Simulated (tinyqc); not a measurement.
Worked calculation: Hueckel theory of the pi electrons, for the molecule c1[cH+]n1 (SMILES; centres numbered as the heavy atoms are written). One step of it, computed by the program tinyqc.

Task: Energy, charges, bond orders. E = sum n x; q_r = z_r - P_rr; bond order p = P_rs; free valence = sqrt(3) - sum of p over the bonds of the atom.

x values: 2.186141  -0.686141  -1.000000

occupations: 2.000000  0.000000  0.000000

charge and bond-order matrix P, lower triangle:
```
          1C        2C        3N
1C  0.587039
2C  0.587039  0.587039
3N  0.696311  0.696311  0.825922
```

Centres:
```
centre  z_r, pi electrons of the neutral centre         h
1C                                            1  0.000000
2C                                            1  0.000000
3N                                            1  0.500000
```

Bonds:
```
i  j         k
1  2         1
2  3         1
3  1  1.000000
```

Give: pi energy = 2 alpha + this times beta; pi charges; Bond orders and lengths from R = 1.517 - 0.180 p; free valence of the carbons; gap between the highest filled and the next level.

Result:

pi energy = 2 alpha + this times beta = 4.3723

pi charges: 1C 0.4130, 2C 0.4130, 3N 0.1741

Bond orders and lengths from R = 1.517 - 0.180 p (angstrom, C-C alone):
```
bond       p       R
1-2   0.5870  1.4113
2-3   0.6963       -
3-1   0.6963       -
```

free valence of the carbons: 1C 0.4487, 2C 0.4487

gap between the highest filled and the next level = 2.8723 |beta|
